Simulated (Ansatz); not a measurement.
Ansatz (a quantum-chemistry and plane-wave program) input file for H₂S, SMILES S, PBE/def2-TZVPD. Coordinates come from a PBE0-D3(BJ)/def2-TZVPD optimisation.

Ansatz 0.2 input:
```yaml
crystal:
  periodic: [false, false, false]
  atoms:
    - {symbol: S, position_ang: [0.00000000, 0.00000000, 0.10331038]}
    - {symbol: H, position_ang: [0.00000000, -0.96727721, -0.82648306]}
    - {symbol: H, position_ang: [0.00000000, 0.96727720, -0.82648306]}
basis:
  gaussian:
    orbitals: def2-TZVPD
hamiltonian:
  xc: {name: PBE}
```

It prints:

```
WARN ansatz: RAYON_NUM_THREADS=1 ignored (pool sized by the plan → 1); use --threads N
Functional definition: PBE
integrals: 0.01 GiB planned
395 factors; their error is unknown
mean field: 0.10 GiB planned
mean field evaluation 1: about -10862.7691 eV, gradient 1.6e1 eV
mean field evaluation 2: about -10862.6975 eV, gradient 1.9e1 eV
mean field evaluation 4: about -10863.5593 eV, gradient 8.2e-1 eV
mean field evaluation 8: about -10863.5549 eV, gradient 9.9e-4 eV
mean field -10863.55485825 eV, -399.2282774588 hartree, gradient 7.6e-5 eV, S^2 0.000000; 0 other end points of the search recorded, 0 dependent functions left out
reference -10863.55490450 eV, -399.2282791585 hartree; 9, 9 occupied and 55, 55 virtual orbitals, 395 factors
Total energy: -10863.55490450 eV, -399.2282791585 hartree
```

Self-consistency was reached.

Cost: about 0.24 core-seconds (a rough figure).
